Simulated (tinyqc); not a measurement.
Inside a calculation. Method: UHF in the sto-3g basis, for H2O, spin multiplicity 1. One step of it, computed by the program tinyqc.

Problem. Iteration 1: building the Fock matrix. J_ij = sum D_kl (ij|kl) with D = D(alpha) + D(beta), K_ij = sum D_kl (ik|jl) for each spin; F = H + J - K(s); E = tr D H + tr D J / 2 - 0.5 sum_s tr D(s) K(s) + E_nn.

D(alpha) at the start:
```
,1O 1s,1O 2s,1O 2px,1O 2py,1O 2pz,2H 1s,3H 1s
1O 1s,1.030431,-0.120631,0.000000,0.000000,0.054501,-0.072088,-0.072088
1O 2s,-0.120631,0.559020,0.000000,0.000000,-0.199050,0.177345,0.177345
1O 2px,0.000000,0.000000,0.584984,-0.401953,0.000000,0.444606,-0.444606
1O 2py,0.000000,0.000000,-0.401953,0.954556,0.000000,-0.115527,0.115527
1O 2pz,0.054501,-0.199050,0.000000,0.000000,0.922332,0.056119,0.056119
2H 1s,-0.072088,0.177345,0.444606,-0.115527,0.056119,0.465332,-0.316896
3H 1s,-0.072088,0.177345,-0.444606,0.115527,0.056119,-0.316896,0.465332
```

D(beta) at the start:
```
,1O 1s,1O 2s,1O 2px,1O 2py,1O 2pz,2H 1s,3H 1s
1O 1s,1.030431,-0.120631,0.000000,0.000000,0.054501,-0.072088,-0.072088
1O 2s,-0.120631,0.559020,0.000000,0.000000,-0.199050,0.177345,0.177345
1O 2px,0.000000,0.000000,0.584984,0.401953,0.000000,-0.444606,0.444606
1O 2py,0.000000,0.000000,0.401953,0.954556,0.000000,-0.115527,0.115527
1O 2pz,0.054501,-0.199050,0.000000,0.000000,0.922332,0.056119,0.056119
2H 1s,-0.072088,0.177345,-0.444606,-0.115527,0.056119,0.465332,-0.316896
3H 1s,-0.072088,0.177345,0.444606,0.115527,0.056119,-0.316896,0.465332
```

core Hamiltonian H = T + V (hartree):
```
,1O 1s,1O 2s,1O 2px,1O 2py,1O 2pz,2H 1s,3H 1s
1O 1s,-32.699101,-7.607641,0.000000,0.000000,-0.017323,-1.670165,-1.670165
1O 2s,-7.607641,-9.314933,0.000000,0.000000,-0.205158,-3.614785,-3.614785
1O 2px,0.000000,0.000000,-7.441388,0.000000,0.000000,0.000000,0.000000
1O 2py,0.000000,0.000000,0.000000,-7.599815,0.000000,-2.041185,2.041185
1O 2pz,-0.017323,-0.205158,0.000000,0.000000,-7.521974,-1.518511,-1.518511
2H 1s,-1.670165,-3.614785,0.000000,-2.041185,-1.518511,-4.987742,-1.436580
3H 1s,-1.670165,-3.614785,0.000000,2.041185,-1.518511,-1.436580,-4.987742
```

Two-electron integrals (ij|kl) in chemists' order, unique and non-zero (hartree):
```
i,j,k,l,(ij|kl)
1,1,1,1,4.785065
2,1,1,1,0.741380
2,1,2,1,0.136873
2,2,1,1,1.118947
2,2,2,1,0.256633
2,2,2,2,0.817206
3,1,3,1,0.024477
3,2,3,1,0.037809
3,2,3,2,0.180518
3,3,1,1,1.115814
3,3,2,1,0.256684
3,3,2,2,0.817023
3,3,3,3,0.880159
4,1,4,1,0.024477
4,2,4,1,0.037809
4,2,4,2,0.180518
4,3,4,3,0.047444
4,4,1,1,1.115814
4,4,2,1,0.256684
4,4,2,2,0.817023
4,4,3,3,0.785270
4,4,4,4,0.880159
5,1,5,1,0.024477
5,2,5,1,0.037809
5,2,5,2,0.180518
5,3,5,3,0.047444
5,4,5,4,0.047444
5,5,1,1,1.115814
5,5,2,1,0.256684
5,5,2,2,0.817023
5,5,3,3,0.785270
5,5,4,4,0.785270
5,5,5,5,0.880159
6,1,1,1,0.164009
6,1,2,1,0.030015
6,1,2,2,0.055887
6,1,3,3,0.055781
6,1,4,1,0.001126
6,1,4,2,0.002104
6,1,4,4,0.055998
6,1,5,1,0.000803
6,1,5,2,0.001500
6,1,5,4,0.000155
6,1,5,5,0.055891
6,1,6,1,0.006668
6,2,1,1,0.390398
6,2,2,1,0.090623
6,2,2,2,0.318495
6,2,3,3,0.313157
6,2,4,1,0.005526
6,2,4,2,0.041836
6,2,4,4,0.323572
6,2,5,1,0.003941
6,2,5,2,0.029837
6,2,5,4,0.007428
6,2,5,5,0.318455
6,2,6,1,0.020245
6,2,6,2,0.152397
6,3,3,1,0.009586
6,3,3,2,0.055424
6,3,4,3,0.008740
6,3,5,3,0.006234
6,3,6,3,0.021976
6,4,1,1,0.225878
6,4,2,1,0.053122
6,4,2,2,0.199388
6,4,3,3,0.190297
6,4,4,1,0.012432
6,4,4,2,0.080301
6,4,4,4,0.214122
6,4,5,1,0.002030
6,4,5,2,0.017742
6,4,5,4,0.010759
6,4,5,5,0.193524
6,4,6,1,0.012404
6,4,6,2,0.115883
6,4,6,4,0.109099
6,5,1,1,0.161098
6,5,2,1,0.037887
6,5,2,2,0.142205
6,5,3,3,0.135721
6,5,4,1,0.002030
6,5,4,2,0.017742
6,5,4,4,0.140246
6,5,5,1,0.011033
6,5,5,2,0.068078
6,5,5,4,0.011968
6,5,5,5,0.150490
6,5,6,1,0.008846
6,5,6,2,0.082649
6,5,6,4,0.062137
6,5,6,5,0.066293
6,6,1,1,0.522973
6,6,2,1,0.123373
6,6,2,2,0.496390
6,6,3,3,0.476211
6,6,4,1,0.009937
6,6,4,2,0.102956
6,6,4,4,0.515932
6,6,5,1,0.007087
6,6,5,2,0.073429
6,6,5,4,0.028329
6,6,5,5,0.496416
6,6,6,1,0.027823
6,6,6,2,0.296050
6,6,6,4,0.257106
6,6,6,5,0.183370
6,6,6,6,0.774606
7,1,1,1,0.164009
7,1,2,1,0.030015
7,1,2,2,0.055887
7,1,3,3,0.055781
7,1,4,1,-0.001126
7,1,4,2,-0.002104
7,1,4,4,0.055998
7,1,5,1,0.000803
7,1,5,2,0.001500
7,1,5,4,-0.000155
7,1,5,5,0.055891
7,1,6,1,0.006558
7,1,6,2,0.019572
7,1,6,4,0.010941
7,1,6,5,0.008559
7,1,6,6,0.026565
7,1,7,1,0.006668
7,2,1,1,0.390398
7,2,2,1,0.090623
7,2,2,2,0.318495
7,2,3,3,0.313157
7,2,4,1,-0.005526
7,2,4,2,-0.041836
7,2,4,4,0.323572
7,2,5,1,0.003941
7,2,5,2,0.029837
7,2,5,4,-0.007428
7,2,5,5,0.318455
7,2,6,1,0.019572
7,2,6,2,0.122999
7,2,6,4,0.064481
7,2,6,5,0.064808
7,2,6,6,0.195770
7,2,7,1,0.020245
7,2,7,2,0.152397
7,3,3,1,0.009586
7,3,3,2,0.055424
7,3,4,3,-0.008740
7,3,5,3,0.006234
7,3,6,3,0.017127
7,3,7,3,0.021976
7,4,1,1,-0.225878
7,4,2,1,-0.053122
7,4,2,2,-0.199388
7,4,3,3,-0.190297
7,4,4,1,0.012432
7,4,4,2,0.080301
7,4,4,4,-0.214122
7,4,5,1,-0.002030
7,4,5,2,-0.017742
7,4,5,4,0.010759
7,4,5,5,-0.193524
7,4,6,1,-0.010941
7,4,6,2,-0.064481
7,4,6,4,-0.017169
7,4,6,5,-0.033207
7,4,6,6,-0.090869
7,4,7,1,-0.012404
7,4,7,2,-0.115883
7,4,7,4,0.109099
7,5,1,1,0.161098
7,5,2,1,0.037887
7,5,2,2,0.142205
7,5,3,3,0.135721
7,5,4,1,-0.002030
7,5,4,2,-0.017742
7,5,4,4,0.140246
7,5,5,1,0.011033
7,5,5,2,0.068078
7,5,5,4,-0.011968
7,5,5,5,0.150490
7,5,6,1,0.008559
7,5,6,2,0.064808
7,5,6,4,0.033207
7,5,6,5,0.050750
7,5,6,6,0.112951
7,5,7,1,0.008846
7,5,7,2,0.082649
7,5,7,4,-0.062137
7,5,7,5,0.066293
7,6,1,1,0.143906
7,6,2,1,0.033683
7,6,2,2,0.127604
7,6,3,3,0.124803
7,6,4,4,0.127497
7,6,5,1,0.002345
7,6,5,2,0.020763
7,6,5,5,0.130376
7,6,6,1,0.007437
7,6,6,2,0.059667
7,6,6,4,0.039185
7,6,6,5,0.036379
7,6,6,6,0.117816
7,6,7,1,0.007437
7,6,7,2,0.059667
7,6,7,4,-0.039185
7,6,7,5,0.036379
7,6,7,6,0.028273
7,7,1,1,0.522973
7,7,2,1,0.123373
7,7,2,2,0.496390
7,7,3,3,0.476211
7,7,4,1,-0.009937
7,7,4,2,-0.102956
7,7,4,4,0.515932
7,7,5,1,0.007087
7,7,5,2,0.073429
7,7,5,4,-0.028329
7,7,5,5,0.496416
7,7,6,1,0.026565
7,7,6,2,0.195770
7,7,6,4,0.090869
7,7,6,5,0.112951
7,7,6,6,0.327960
7,7,7,1,0.027823
7,7,7,2,0.296050
7,7,7,4,-0.257106
7,7,7,5,0.183370
7,7,7,6,0.117816
7,7,7,7,0.774606
```

nuclear repulsion = 9.00358411 hartree

Give: Coulomb J; exchange K(alpha); exchange K(beta); F(alpha); F(beta); total energy of this density.

Solution.

Coulomb J (hartree):
```
,1O 1s,1O 2s,1O 2px,1O 2py,1O 2pz,2H 1s,3H 1s
1O 1s,17.3625,3.2787,0.0000,0.0000,-0.0063,0.7190,0.7190
1O 2s,3.2787,8.1800,0.0000,0.0000,0.0305,3.1813,3.1813
1O 2px,0.0000,0.0000,8.0920,0.0000,0.0000,0.0000,0.0000
1O 2py,0.0000,0.0000,0.0000,8.2273,0.0000,1.9960,-1.9960
1O 2pz,-0.0063,0.0305,0.0000,0.0000,8.1977,1.4365,1.4365
2H 1s,0.7190,3.1813,0.0000,1.9960,1.4365,5.0898,1.2808
3H 1s,0.7190,3.1813,0.0000,-1.9960,1.4365,1.2808,5.0898
```

exchange K(alpha) (hartree):
```
,1O 1s,1O 2s,1O 2px,1O 2py,1O 2pz,2H 1s,3H 1s
1O 1s,4.8643,0.8456,0.0000,0.0000,0.0040,0.1888,0.1888
1O 2s,0.8456,1.2314,0.0000,0.0000,-0.0541,0.5567,0.5567
1O 2px,0.0000,0.0000,0.7645,-0.1577,0.0000,0.0784,-0.0784
1O 2py,0.0000,0.0000,-0.1577,1.0980,0.0000,0.3274,-0.3274
1O 2pz,0.0040,-0.0541,0.0000,0.0000,1.1047,0.2273,0.2273
2H 1s,0.1888,0.5567,0.0784,0.3274,0.2273,0.6277,0.1975
3H 1s,0.1888,0.5567,-0.0784,-0.3274,0.2273,0.1975,0.6277
```

exchange K(beta) (hartree):
```
,1O 1s,1O 2s,1O 2px,1O 2py,1O 2pz,2H 1s,3H 1s
1O 1s,4.8643,0.8456,0.0000,0.0000,0.0040,0.1888,0.1888
1O 2s,0.8456,1.2314,0.0000,0.0000,-0.0541,0.5567,0.5567
1O 2px,0.0000,0.0000,0.7645,0.1577,0.0000,-0.0784,0.0784
1O 2py,0.0000,0.0000,0.1577,1.0980,0.0000,0.3274,-0.3274
1O 2pz,0.0040,-0.0541,0.0000,0.0000,1.1047,0.2273,0.2273
2H 1s,0.1888,0.5567,-0.0784,0.3274,0.2273,0.6277,0.1975
3H 1s,0.1888,0.5567,0.0784,-0.3274,0.2273,0.1975,0.6277
```

F(alpha) (hartree):
```
,1O 1s,1O 2s,1O 2px,1O 2py,1O 2pz,2H 1s,3H 1s
1O 1s,-20.2009,-5.1745,0.0000,0.0000,-0.0276,-1.1400,-1.1400
1O 2s,-5.1745,-2.3663,0.0000,0.0000,-0.1205,-0.9902,-0.9902
1O 2px,0.0000,0.0000,-0.1138,0.1577,0.0000,-0.0784,0.0784
1O 2py,0.0000,0.0000,0.1577,-0.4704,0.0000,-0.3726,0.3726
1O 2pz,-0.0276,-0.1205,0.0000,0.0000,-0.4291,-0.3093,-0.3093
2H 1s,-1.1400,-0.9902,-0.0784,-0.3726,-0.3093,-0.5256,-0.3533
3H 1s,-1.1400,-0.9902,0.0784,0.3726,-0.3093,-0.3533,-0.5256
```

F(beta) (hartree):
```
,1O 1s,1O 2s,1O 2px,1O 2py,1O 2pz,2H 1s,3H 1s
1O 1s,-20.2009,-5.1745,0.0000,0.0000,-0.0276,-1.1400,-1.1400
1O 2s,-5.1745,-2.3663,0.0000,0.0000,-0.1205,-0.9902,-0.9902
1O 2px,0.0000,0.0000,-0.1138,-0.1577,0.0000,0.0784,-0.0784
1O 2py,0.0000,0.0000,-0.1577,-0.4704,0.0000,-0.3726,0.3726
1O 2pz,-0.0276,-0.1205,0.0000,0.0000,-0.4291,-0.3093,-0.3093
2H 1s,-1.1400,-0.9902,0.0784,-0.3726,-0.3093,-0.5256,-0.3533
3H 1s,-1.1400,-0.9902,-0.0784,0.3726,-0.3093,-0.3533,-0.5256
```

total energy of this density = -74.298458 hartree
